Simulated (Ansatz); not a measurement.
Born–Oppenheimer molecular dynamics of CH4OSi (7 atoms, charge 0, multiplicity 1). It goes on from the last frame of an earlier run, with new velocities.

Theory: RKS BLYP-D4/6-31G* (Ansatz).

```
ensemble                      : NVE (velocity Verlet)
time step                     : 1 fs
steps asked                   : 150
starting velocities drawn for : 700 K
seed                          : 105207
```

First frame:

```xyz
7
Properties=species:S:1:pos:R:3
C -0.480 0.710 -0.230
O -0.255 -0.274 0.746
Si 0.687 -1.579 1.209
H -1.062 0.489 -1.155
H 0.557 0.790 -0.621
H -0.935 1.696 0.090
H 1.904 -1.381 0.238
```

How far do the bonds stretch over the last three quarters of this one trajectory? (Pairs bonded in most of those frames.)


```
  bond  mean (Å)  spread (Å)  shortest  longest
 C1–O2     1.460       0.055      1.37     1.55
 C1–H4     1.112       0.027      1.06     1.18
 C1–H5     1.110       0.016      1.08     1.15
 C1–H6     1.109       0.025      1.05     1.17
O2–Si3     1.688       0.047      1.60     1.78
Si3–H7     1.588       0.057      1.49     1.69
```

Mean temperature of the second half: 769 K. The conserved energy stayed within 0.81 meV per atom of its start (net change -0.81 meV per atom), so the integration is sound. A run of 0.15 ps of so small a system gives no equilibrium averages.

The run took 3.4 min on 1 thread of Arm Neoverse N1 (shared host), peak memory 0.084 GiB.
